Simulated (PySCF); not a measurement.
Na₂, SMILES [Na][Na]. Atoms are numbered in the order given.

```xyz
2

Na     0.0000     0.0000    -1.5270
Na     0.0000     0.0000     1.5270
```
Charge 0, spin multiplicity 1.

Coordinates come from a B3LYP-D3(BJ)/def2-TZVPD optimisation.

All values below come from TDDFT-PBE0/def2-TZVPD (PySCF).

Vertical excitations; the highest root listed may be one member of a degenerate set. Isolated molecule, no solvent. State labels are in the subgroup D2h.

| state | symmetry | energy (eV) | λ (nm) | f | main pairs |
|---|---|---|---|---|---|
| S1 | B1u | 2.05 | 604 | 0.617 | HOMO→LUMO 102 % |
| S2 | B2u | 2.56 | 484 | 0.551 | HOMO→LUMO+1 (degenerate set) |
| S3 | B3u | 2.56 | 484 | 0.551 | HOMO→LUMO+2 (degenerate set) |
| S4 | Ag | 2.87 | 432 | 0.000 | HOMO→LUMO+3 95 % |
| S5 | B2g | 3.08 | 402 | 0.000 | HOMO→LUMO+4 (degenerate set) |
| S6 | B3g | 3.08 | 402 | 0.000 | HOMO→LUMO+5 (degenerate set) |
| S7 | B1u | 3.55 | 350 | 0.027 | HOMO→LUMO+6 99 % |
| S8 | B2u | 3.85 | 322 | 0.083 | HOMO→LUMO+7 (degenerate set) |
| S9 | B3u | 3.85 | 322 | 0.083 | HOMO→LUMO+8 (degenerate set) |
| S10 | Ag | 3.89 | 319 | 0.000 | HOMO→LUMO+9 72 %, HOMO→LUMO+10 24 % |
| T1 | B1u | 0.92 | 1341 | 0 | HOMO→LUMO 99 % |
| T2 | B3u | 1.55 | 801 | 0 | HOMO→LUMO+2 (degenerate set) |
| T3 | B2u | 1.55 | 801 | 0 | HOMO→LUMO+1 (degenerate set) |
| T4 | Ag | 2.23 | 556 | 0 | HOMO→LUMO+3 92 % |
Triplets are in the Tamm–Dancoff approximation, which puts them higher than full response would, so one can lie above its singlet here.
